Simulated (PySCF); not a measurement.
# FSN, singlet: molecular constants

Level of theory: PBE in PySCF with S def2-TZVP, N def2-TZVP, F def2-TZVP; no relativity; density-fitted integrals.

The structure is a minimum.

```xyz
3
charge 0 multiplicity 1, angstrom
S     0.0000   -0.4072   -0.1886
N     0.0000    0.4493   -1.3653
F     0.0000    0.3538    1.3236
```

```
Point group                                                                   : Cs
Bond lengths                                                                  : S–F 1.693 Å, S–N 1.455 Å
Bond angles                                                                   : F–S–N 117.2°
Zero-point energy                                                             : 14.0 kJ/mol
Entropy at 298.15 K and 1 bar                                                 : 260.7 J/(mol K)
Lowest empty level                                                            : -4.48 eV
Principal polarisabilities                                                    : 15.9, 21.4, 35.8 bohr³
Enthalpy at 298.15 K above 0 K                                                : 11.28 kJ/mol
Dipole moment                                                                 : 1.84 D
Rotational constants                                                          : 1.628, 0.2778, 0.2373 cm⁻¹
Rotational symmetry number                                                    : 1
Principal quadrupole moments (Buckingham, traceless) about the centre of mass : -5.16, 1.65, 3.51 D Å
Highest occupied level                                                        : -7.66 eV
Heat capacity Cp at 298.15 K                                                  : 44.5 J/(mol K)
Atomisation energy without zero-point energy                                  : 943 kJ/mol
```

Harmonic modes (masses in u: S 31.972, N 14.003, F 18.998):
| symmetry | ω (cm⁻¹) | IR (km/mol) | μ (u) |
| --- | --- | --- | --- |
| a' | 351 | 11.3 | 17.73 |
| a' | 617 | 181 | 22.44 |
| a' | 1368 | 18.4 | 16.95 |

Charges (e):
```csv
atom,Mulliken,Löwdin,polar tensor,Mayer order to S1
S1,0.43,0.59,0.83,–
N2,-0.21,-0.38,-0.22,2.58
F3,-0.23,-0.21,-0.61,0.89
```

Mulliken populations on S1: s 5.88, p 9.22, d 0.43, f 0.04.

Outer orbital energies (eV). occupied: -24.05, -16.02, -12.14, -11.51, -10.72, -9.44, -9.02, -7.66; empty: -4.48, -1.82, 0.60, 4.67.

Counting electrons, sulfur keeps 2 of its valence electrons outside its bonds, so the VSEPR class is AX2E1 and the expected shape is bent; with unlike ligands the computed point group is Cs.

Other isomers or separated fragments may lie lower.

The final relaxation and frequency run took 17 s on 2 threads of a shared Arm Neoverse V2 host, with 99 basis functions and 14 gradients; the process peaked at 0.82 GiB. Launch command: `OMP_NUM_THREADS=2 python axn.py task.json out`.
